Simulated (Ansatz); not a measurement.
Geometry optimisation, Ansatz 0.2.0, RKS BHLYP/def2-SVPD.

Input:

```yaml
crystal:
  periodic: [false, false, false]
  atoms:
    - { symbol: B, position_ang: [0.0, 0.0, 0.0] }
    - { symbol: H, position_ang: [0.5157, 0.0, 1.2908] }
    - { symbol: Cl, position_ang: [2.0511, 0.0, 0.1912] }
    - { symbol: Cl, position_ang: [-1.6108, 0.0, -0.93] }
basis:
  gaussian: { orbitals: def2-SVPD }
hamiltonian:
  xc: { name: BHLYP }
relax:
  f_tol: 0.15
  max_steps: 25
  restrain:
    - { distance: [1, 2], at: 1.37, k: 30.0 }
    - { distance: [0, 1], at: 2.39, k: 30.0 }
    - { distance: [0, 2], at: 3.06, k: 30.0 }
```

Run as:

```bash
$ ansatz run input.yaml --threads 1 --pin off --max-ram 2048MiB --backend cpu --events-out ev --progress --plain --runs-dir out
```

Problem. Where does it end, and by what steps?

Solution. It converged. The restraints hold the end off the free minimum; the threshold counts their pulls, which the force column leaves out. Restrained pairs: H2–Cl3 (1.89 → 1.33 Å), B1–H2 (1.39 → 2.39 Å), B1–Cl3 (2.06 → 3.07 Å). After 11 steps the energy has risen by 0.115 eV (the restraints' own energy left out); B1 moved furthest, 0.98 Å.

| step | energy less start (eV) | largest force component (eV/Å) | accepted |
| --- | --- | --- | --- |
| 0 | 0.0000 | 4.577 | yes |
| 1 | 1.6881 | 5.697 | yes |
| 2 | 2.8482 | 6.286 | yes |
| 3 | 2.1579 | 7.451 | yes |
| 4 | 0.5864 | 2.175 | yes |
| 5 | 0.1879 | 0.736 | yes |
| 6 | 0.1358 | 0.820 | yes |
| 7 | 0.3038 | 1.907 | no |
| 8 | 0.1274 | 0.877 | yes |
| 9 | 0.1213 | 0.965 | yes |
| 10 | 0.1260 | 1.040 | yes |
| 11 | 0.1150 | 0.930 | yes |

```xyz
4
Properties=species:S:1:pos:R:3
B -0.942 0.000 0.272
H 1.210 0.000 1.302
Cl 2.128 0.000 0.342
Cl -1.440 0.000 -1.364
```

Time of the run: 31 s on 1 thread of Arm Neoverse V1 (shared host), peak memory 0.15 GiB.
